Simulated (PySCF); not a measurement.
Difluoropropargyl, C3HF2 (doublet state).
Geometry (PBE0-D3(BJ)/def2-SVP, Å), atoms numbered from 1 in this order:
```
atom  x, y, z in Å
C1     1.5020   -0.3235    0.4303
C2     0.3226   -0.0688    0.1872
C3    -0.9824    0.2157   -0.0796
F4    -1.9940   -0.3714    0.5117
F5    -1.3728    1.1038   -0.9603
H6     2.5309   -0.5517    0.6405
```

As a line formula: difluoropropargyl (`C#C[C](F)F`).

Method: PySCF, UKS B3LYP, IGLO-III on C F, pcH-1 on H, non-relativistic, mean-field spin-orbit, GIAO. Isolated species at its PBE0-D3(BJ)/def2-SVP geometry, gas phase. No stability test was run, so a lower SCF solution isn't excluded.

(1) Where do the isotropic ENDOR lines of F4/F5 and H6 fall at 3357.9 mT, to first order?

(2) Which pairs are centred on the nuclear Larmor frequency, and which on half the coupling?

(3) At what field would the lower line of F4/F5 fall to zero frequency?

Answers

(1) ν± = |νn ± a/2|, one line for each electron-spin manifold; νn = |g_N| × 7.62259 MHz/T × B.

```json
{"nuclei": "F4/F5", "isotope": "19F", "g_N": "5.2577", "νn (MHz)": "134.58", "a_iso (MHz)": "97.35", "lower line (MHz)": "85.90", "upper line (MHz)": "183.25"}
{"nuclei": "H6", "isotope": "1H", "g_N": "5.5857", "νn (MHz)": "142.97", "a_iso (MHz)": "-45.28", "lower line (MHz)": "120.33", "upper line (MHz)": "165.61"}
```

(2) Centred on νn, since |a| < 2νn: F4/F5 and H6. No pair has |a| > 2νn.

(3) Where νn = |a|/2, that is B = 48.67 MHz/(5.2577 × 7.62259 MHz/T) = 1210 mT, as far as first order holds there.

The Mulliken spin populations are largest on C3 (+0.67), C1 (+0.56) and C2 (-0.26). The positive populations add up to 1.29 and the negative ones to -0.29, together 2S = 1. The angles at C3 add up to 360.0°, so it is planar.
